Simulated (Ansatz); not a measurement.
**SO+ (doublet): wave-function methods side by side, def2-TZVPP**

One table from this session's results is given with a row withheld; the runs are named, their logs left out.

Program: Ansatz 0.2.0, Gaussian basis. Level of theory: def2-TZVPP, core rule «outside noble gas», up to 6 orbitals frozen. These are calculated values, not measurements.

The runs, in order: UHF; ROHF; CCSD(T) on UHF.

### What is computed

The geometry is a PBE0/def2-TZVP stationary point (not a proven minimum) of the parent state, kept for this charge and spin.

2 atoms, charge 1, spin multiplicity 2.

Atoms are counted from 1 here; the program's logs count them from 0.

Bond lengths: O1–S2 1.643 Å.

Set-up of the first run:

The input, in.yaml:

```yaml
crystal:
  periodic: [false, false, false]
  atoms:
    - {symbol: O, position_ang: [0.000000, 0.000000, 0.000000]}
    - {symbol: S, position_ang: [0.000000, 0.000000, 1.642500]}
basis:
  gaussian: {orbitals: def2-TZVPP}
total_charge: 1
magnetization: {spin_polarized: true, initial_magnetization: 1}
hamiltonian: {xc: hf}
output: {orbitals: {seedname: orbitals}}
```

Started as:

```bash
$ ansatz run in.yaml --threads 1 --pin off --events-out ev --progress --plain --max-ram 2816MiB --backend cpu
```

Among the steps run: UHF; ROHF; CCSD(T) on UHF.

One of the session's tables, all rows but one given; the rest of the session is left out.

It belongs to the step «Misses and costs». 

```
  method  from UCCSD(T) (meV)
    ROHF             +12180.0
    UMP2                    ?
   UCCSD               +722.7
UCCSD(T)                    0
```

Estimate the missing values for UMP2.

The run gave: from UCCSD(T) (meV): +2239.6. In the column «from UCCSD(T) (meV)» it lies between UCCSD (+722.7) and ROHF (+12180.0).

Left out of the table: UHF (another determinant or state than the rows shown).

The program flags UCCSD(T) as in doubt (see the logs), so the zero of the table is itself unsure.

To keep in mind: The determinant is far from a pure spin state, so its energy mixes those of several spin states (harmless only where they are near-degenerate, as at dissociation). The program flags UCCSD(T) as in doubt, so the zero of the table is itself unsure. Warnings: spin contamination; coupled cluster took another determinant than the lowest.
